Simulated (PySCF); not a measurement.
One of the candidates below gave these computed data.

All candidates are C8H8O.

| technique | computed result |
| --- | --- |
| 1H NMR | chemical shifts (computed TMS as zero) by class: 8.02 (1 H), 7.53 (1 H), 7.34 (1 H), 7.15 (1 H), 6.70 (1 H), 6.09 (1 H), 5.60 (1 H), 4.34 (1 H) ppm [GIAO PBE0/pcSseg-1] |
| NMR, other nuclei | isotropic shieldings of nuclei other than C and H, by class: 212 (1 O) ppm [GIAO PBE0/pcSseg-1] |
| Rotational structure | rotational constants A, B, C: 2.637, 1.563, 0.982 GHz [GFN2-xTB] |
| 13C NMR | chemical shifts (computed TMS as zero) by class: 160.1 (1 C), 136.9 (1 C), 134.3 (1 C), 129.7 (1 C), 128.1 (1 C), 125.4 (1 C), 118.7 (1 C), 116.5 (1 C) ppm [GIAO PBE0/pcSseg-1] |
| Dipole | 1.62 D [PBE0/pcSseg-1] |

Gas-phase values; electronic properties from PySCF, density fitting. Levels stand in brackets. The structure is a single GFN2-xTB conformer in the gas phase; no vibrational or solvent corrections. NMR values are class means; diastereotopic atoms form classes of their own.

**Question.** Which candidate is it?
A. `CC(=O)c1ccccc1`
B. `c1ccc2c(c1)COC2`
C. `C=C/C(C=O)=C\C#CC`
D. `C=C1C=C/C1=C\C(C)=O`
E. `C=Cc1ccccc1O`

**Answer.** E. It is `C=Cc1ccccc1O`. Numbering: `[CH2:1]=[CH:2][c:3]1[cH:4][cH:5][cH:6][cH:7][c:8]1[OH:9]`. Its formula, C8H8O, gives 5 degrees of unsaturation: 1 ring and 4 π bonds in the structure found (Kekulé form). 8 carbons fall into 8 classes; from least to most shielded: aromatic carbon bearing oxygen [C8] (160.1 ppm), alkene CH carbon [C2] (136.9 ppm), aromatic CH carbon [C6] (134.3 ppm), aromatic CH carbon [C4] (129.7 ppm), substituted aromatic carbon [C3] (128.1 ppm), aromatic CH carbon [C5] (125.4 ppm), aromatic CH carbon [C7] (118.7 ppm), terminal =CH2 carbon [C1] (116.5 ppm). Hydrogen classes from least to most shielded: 1 H on an aromatic CH carbon, C4 (8.02 ppm), 1 H on an alkene CH carbon, C2 (7.53 ppm), 1 H on an aromatic CH carbon, C6 (7.34 ppm), 1 H on an aromatic CH carbon, C5 (7.15 ppm), 1 H on an aromatic CH carbon, C7 (6.70 ppm), 1 H on a terminal =CH2 carbon, C1 (6.09 ppm), 1 H on a terminal =CH2 carbon, C1 (5.60 ppm), 1 H on a phenol-type oxygen, O9 (4.34 ppm). The other shieldings belong to: 212 ppm, phenol-type oxygen [O9]. By its constants the optimised geometry is an asymmetric top.

The others, at the same levels:
- `CC(=O)c1ccccc1` fails: it has 6 carbon classes against 8; its computed 13C shifts are 200.2 (1 C), 140.0 (1 C), 139.0 (1 C), 135.1 (2 C), 133.8 (2 C), 28.7 (1 C) ppm, 1H shifts are 8.39 (2 H), 7.82 (1 H), 7.77 (2 H), 2.66 (3 H) ppm and rotational constant A is 3.724 GHz (against 2.637 GHz).
- `C=C1C=C/C1=C\C(C)=O` fails: its computed 13C shifts are 200.2 (1 C), 165.3 (1 C), 163.5 (1 C), 159.6 (1 C), 155.9 (1 C), 110.4 (1 C), 101.1 (1 C), 34.9 (1 C) ppm, 1H shifts are 8.20 (1 H), 7.60 (1 H), 5.90 (1 H), 5.06 (1 H), 5.00 (1 H), 2.28 (3 H) ppm and rotational constant A is 3.850 GHz (against 2.637 GHz).
- `c1ccc2c(c1)COC2` fails: it has 4 carbon classes against 8; its computed 13C shifts are 146.3 (2 C), 132.5 (2 C), 126.2 (2 C), 79.3 (2 C) ppm, 1H shifts are 7.56 (2 H), 7.52 (2 H), 5.53 (4 H) ppm and rotational constant A is 3.754 GHz (against 2.637 GHz).
- `C=C/C(C=O)=C\C#CC` fails: its computed 13C shifts are 192.2 (1 C), 144.9 (1 C), 141.0 (1 C), 130.4 (1 C), 123.3 (1 C), 120.7 (1 C), 85.6 (1 C), 7.1 (1 C) ppm, 1H shifts are 10.35 (1 H), 7.44 (1 H), 6.88 (1 H), 6.18 (1 H), 5.70 (1 H), 2.46 (3 H) ppm and smallest rotational constant is 0.647 GHz (against 0.982 GHz).

Each candidate is one conformer, not necessarily the lowest. Dipoles, sizes and rotational constants follow the conformer. The torsions of the flexible species, by atom-mapped SMILES:
- `[CH2:1]=[CH:2][c:3]1[cH:4][cH:5][cH:6][cH:7][c:8]1[OH:9]`: C1–C2–C3–C4 8°, H–O9–C8–C7 0°
- `[CH3:1][C:2](=[O:3])[c:4]1[cH:5][cH:6][cH:7][cH:8][cH:9]1`: C1–C2–C4–C5 0°
- `[CH2:1]=[C:2]1[CH:3]=[CH:4]/[C:5]1=[CH:6]\[C:7]([CH3:8])=[O:9]`: C5–C6–C7–C8 178°
- `[CH2:1]=[CH:2]/[C:3]([CH:4]=[O:5])=[CH:6]\[C:7]#[C:8][CH3:9]`: C1–C2–C3–C4 -14°, C2–C3–C4–O5 176°
